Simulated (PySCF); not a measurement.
## How does the mean 13C shielding change from PBE0/cc-pVTZ to PBE0/pcSseg-1?

All runs: PySCF with density fitting, gas phase, non-relativistic, closed shells, each molecule at its own PBE0-D3(BJ)/def2-SVP geometry. Shieldings use GIAOs. Basis functions per molecule: 278–278 in cc-pVTZ, 137–137 in pcSseg-1.

Mean 13C shielding (ppm):

| molecule | PBE0/cc-pVTZ | PBE0/pcSseg-1 |
| --- | --- | --- |
| CC#C[C@@H](C)F | 131.8 | 128.1 |
| C=CCC(=C)F | 73.2 | 68.7 |
| C=CC/C=C/F | 73.3 | 68.8 |
| C=C(C)C(=C)F | 77.6 | 73.6 |
| F[C@@]12CC[C@@H]1C2 | 152.6 | 149.7 |
| F[C@H]1[C@H]2CC[C@@H]12 | 156.2 | 153.3 |
| C=CC/C=C\F | 73.8 | 69.3 |
| FC1=CCCC1 | 114.6 | ? |
| CCC1=C[C@@H]1F | 115.1 | 111.2 |
| C=CC(F)C=C | 65.3 | 60.7 |

Q: What should PBE0/pcSseg-1 give for `FC1=CCCC1`?

A: The basis change moves the other 9 molecules by -3.9 ppm on average (standard deviation 0.7), which puts `FC1=CCCC1` at 114.6 − 3.9 = 110.7 ppm. A straight line through the pairs, y = 1.017x − 5.72, gives 110.9 ppm. The run gave 111.4 ppm: the mean change misses by 0.7, the line by 0.5 ppm.

Q: Which of the two rules would one have trusted beforehand?

A: Leaving out each listed molecule in turn and predicting it from the rest, the mean change misses by 0.59 ppm on average and the line by 0.18; so the fitted line, and for `FC1=CCCC1` it was the closer one.

Q: Is the change the same for all, and does it alter the order of the molecules?

A: Among the 9 molecules with both values given it runs from -4.6 ppm for `C=CC(F)C=C` to -2.9 ppm for `F[C@H]1[C@H]2CC[C@@H]12`; `FC1=CCCC1` moves by -3.2 ppm, inside this range. The change is of one sign for all of them. No pair among the 9 changes order.

Neither level serves as a reference here, and other classes of molecule may behave otherwise.
